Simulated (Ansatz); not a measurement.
## Worked example: correlation energy of AsH₃⁺, doublet

Geometry: a PBE0/def2-TZVP stationary point for this spin, not checked as a minimum.

```yaml
atoms:
  - { symbol: As, position_ang: [0.0001, 0.0000, -0.0162] }
  - { symbol: H, position_ang: [1.4362, 0.0138, 0.4059] }
  - { symbol: H, position_ang: [-0.7317, 1.2385, 0.3977] }
  - { symbol: H, position_ang: [-0.7085, -1.2513, 0.3998] }
```

Basis 6-31G (Cartesian d functions); Ansatz 0.2.0. Only valence electrons are correlated (noble-gas cores and the filled d shells of p-block atoms frozen), which leaves 7 electrons in 21 orbitals. Prefix R: restricted or restricted open-shell reference. No spin–orbit coupling is included, and no scalar relativity.

Full CI is exact within this basis and frozen core; it isn't the basis-set limit.

Runs differ by some tens of microhartree through their thresholds and, for an open shell, their frozen cores, so steps under 0.03 kcal/mol mean nothing.

| level | total energy (hartree) |
| --- | --- |
| RHF | -2235.242519 |
| RMP2 | -2235.295997 |
| RCCSD | -2235.316419 |
| RCCSD(T) | -2235.317288 |
| RCCSDT | -2235.317578 |
| RCCSDT(Q) | -2235.317607 |
| RCCSDTQ | -2235.317612 |
| full CI | -2235.317609 |

Q: What is the correlation energy at full CI, and what share of it do RMP2 and RCCSD recover?

A: E(corr) = -2235.317609 − (-2235.242519) = -0.075090 hartree = -2.043 eV. RMP2: -0.053478 / -0.075090 = 71.22 %. RCCSD: -0.073900 / -0.075090 = 98.42 %.

Q: By how many kcal/mol does RCCSD(T) miss full CI (1 hartree = 627.509 kcal/mol), and which steps make up the rest?

A: -2235.317288 − (-2235.317609) = 0.000321 hartree = 0.20 kcal/mol. Steps: RCCSDT − RCCSD(T) = -0.18, RCCSDT(Q) − RCCSDT = -0.02, RCCSDTQ − RCCSDT(Q) = 0.00, full CI − RCCSDTQ = 0.00 kcal/mol. That is within 1 kcal/mol of the reference in this basis, which itself misses far more of the correlation at the basis-set limit.
